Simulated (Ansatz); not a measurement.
C4H8, SMILES `CC1CC1` (charge 0, multiplicity 1).

The numbers are results of PBE/cc-pVTZ // PBE0-D3(BJ)/def2-TZVP (Ansatz, a quantum-chemistry and plane-wave program), not measurements.

Ansatz 0.2 input:
```yaml
crystal:
  periodic: [false, false, false]
  atoms:
    - { symbol: C, position_ang: [-1.409376, 0.262445, -0.316322] }
    - { symbol: C, position_ang: [-0.215388, -0.26991, 0.421914] }
    - { symbol: C, position_ang: [0.995801, -0.715303, -0.33662] }
    - { symbol: C, position_ang: [1.043697, 0.536902, 0.488898] }
    - { symbol: H, position_ang: [-2.060626, -0.546573, -0.65865] }
    - { symbol: H, position_ang: [-1.096331, 0.830798, -1.196607] }
    - { symbol: H, position_ang: [-2.004178, 0.92913, 0.314207] }
    - { symbol: H, position_ang: [-0.449665, -0.847141, 1.311093] }
    - { symbol: H, position_ang: [0.976654, -0.608478, -1.415078] }
    - { symbol: H, position_ang: [1.541059, -1.581548, 0.016789] }
    - { symbol: H, position_ang: [1.621578, 0.523541, 1.404573] }
    - { symbol: H, position_ang: [1.056773, 1.486138, -0.034197] }
basis:
  gaussian: { orbitals: cc-pVTZ }
hamiltonian:
  xc: pbe
```

Output:

```
Functional definition: PBE
1136 factors; their error is unknown
mean field evaluation 1: about -4258.4964 eV, gradient 7.8e1 eV
mean field evaluation 2: about -4231.1539 eV, gradient 1.3e2 eV
mean field evaluation 4: about -4273.1082 eV, gradient 8.9e0 eV
mean field evaluation 8: about -4273.2791 eV, gradient 2.3e-1 eV
mean field evaluation 16: about -4273.2520 eV, gradient 5.4e-5 eV
mean field -4273.25203289 eV, -157.0391156943 hartree, gradient 5.4e-5 eV, S^2 0.000000; 0 other end points of the search recorded, 0 dependent functions left out
reference -4273.25207179 eV, -157.0391171241 hartree; 16, 16 occupied and 216, 216 virtual orbitals, 1136 factors
Total energy: -4273.25207179 eV, -157.0391171241 hartree
```
